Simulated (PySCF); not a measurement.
AlSi⁺: one state, many levels of theory

State: ³Π (triplet), unpaired electrons σ ↑, π ↑. Set-up: PySCF, no relativity, basis sets Al def2-SVP, Si def2-SVP. De refers to Al⁺ + Si in their high-spin ground configurations, without counterpoise correction. The functionals are run spin-unrestricted. A positive dipole points towards Si; it is taken about the centre of mass and depends on that origin.

```json
{"Level": "ROHF", "Re (Å)": "3.176", "ωe (cm⁻¹)": "116", "De (eV)": "0.462", "μ (D)": "-3.30", "CPU s a point (SCF and correlation, without the integrals)": "0.032"}
{"Level": "ROHF-MP2", "Re (Å)": "2.849", "ωe (cm⁻¹)": "166", "De (eV)": "0.66", "μ (D)": "n/a", "CPU s a point (SCF and correlation, without the integrals)": "0.053"}
{"Level": "ROHF-SCS-MP2", "Re (Å)": "2.875", "ωe (cm⁻¹)": "157", "De (eV)": "0.62", "μ (D)": "n/a", "CPU s a point (SCF and correlation, without the integrals)": "n/a"}
{"Level": "ROHF-CCSD", "Re (Å)": "2.858", "ωe (cm⁻¹)": "177", "De (eV)": "0.66", "μ (D)": "n/a", "CPU s a point (SCF and correlation, without the integrals)": "n/a"}
{"Level": "ROHF-CCSD(T)", "Re (Å)": "2.824", "ωe (cm⁻¹)": "189", "De (eV)": "0.71", "μ (D)": "n/a", "CPU s a point (SCF and correlation, without the integrals)": "0.35"}
{"Level": "PBE", "Re (Å)": "2.778", "ωe (cm⁻¹)": "211", "De (eV)": "1.18", "μ (D)": "-1.53", "CPU s a point (SCF and correlation, without the integrals)": "0.32"}
{"Level": "r²SCAN", "Re (Å)": "2.761", "ωe (cm⁻¹)": "214", "De (eV)": "1.10", "μ (D)": "-1.71", "CPU s a point (SCF and correlation, without the integrals)": "0.48"}
{"Level": "r²SCANh", "Re (Å)": "2.768", "ωe (cm⁻¹)": "211", "De (eV)": "1.06", "μ (D)": "-1.77", "CPU s a point (SCF and correlation, without the integrals)": "0.5"}
{"Level": "B3LYP", "Re (Å)": "2.824", "ωe (cm⁻¹)": "189", "De (eV)": "0.98", "μ (D)": "-1.74", "CPU s a point (SCF and correlation, without the integrals)": "0.37"}
{"Level": "PBE0", "Re (Å)": "2.778", "ωe (cm⁻¹)": "209", "De (eV)": "1.06", "μ (D)": "-1.75", "CPU s a point (SCF and correlation, without the integrals)": "0.48"}
{"Level": "B97-3", "Re (Å)": "2.794", "ωe (cm⁻¹)": "205", "De (eV)": "0.99", "μ (D)": "-1.87", "CPU s a point (SCF and correlation, without the integrals)": "0.27"}
{"Level": "CAM-B3LYP", "Re (Å)": "2.818", "ωe (cm⁻¹)": "191", "De (eV)": "0.90", "μ (D)": "-1.88", "CPU s a point (SCF and correlation, without the integrals)": "0.47"}
```

Q: Which functional lies closest to ROHF-CCSD(T) in De, which farthest, and by how much do they differ from it?

A: Closest is CAM-B3LYP (-0.6 pm in Re, +1.1 % in ωe, +0.19 eV in De against ROHF-CCSD(T) in the same basis), farthest PBE (-4.6 pm in Re, +11.6 % in ωe, +0.47 eV in De). CCSD(T) converges more slowly with the basis than the functionals do and binds too weakly in this one, so the order can change at the basis-set limit.

Q: What does a quarter of exact exchange do here, going from PBE to PBE0?

A: PBE0 less PBE: +0.0 pm in Re, -0.9 % in ωe, -0.12 eV in De. Exact exchange removes part of the self-interaction that spreads semilocal densities, and in most molecules shortens and stiffens the bond and lowers De; here ωe goes the other way.

Q: What does the step from GGA to meta-GGA do here, going from PBE to r²SCAN?

A: r²SCAN less PBE: -1.7 pm in Re, +1.4 % in ωe, -0.08 eV in De. 

Correlated steps freeze 10 core orbitals. Correlated levels converge slowly with the basis: in double zeta they bind strong bonds too weakly, by up to about 1 eV, and carry superposition errors of some tenths. For an ion De counts to the pair picked by the measured ionisation energies or electron affinities, which need not be the lowest pair at this level. The state was picked by a PBE0 search and need not be the measured ground state.

The whole job (state search and all levels along the bond) took about 0.98 min on 1 thread of Arm Neoverse V2 (shared host), peak memory 0.44 GiB.
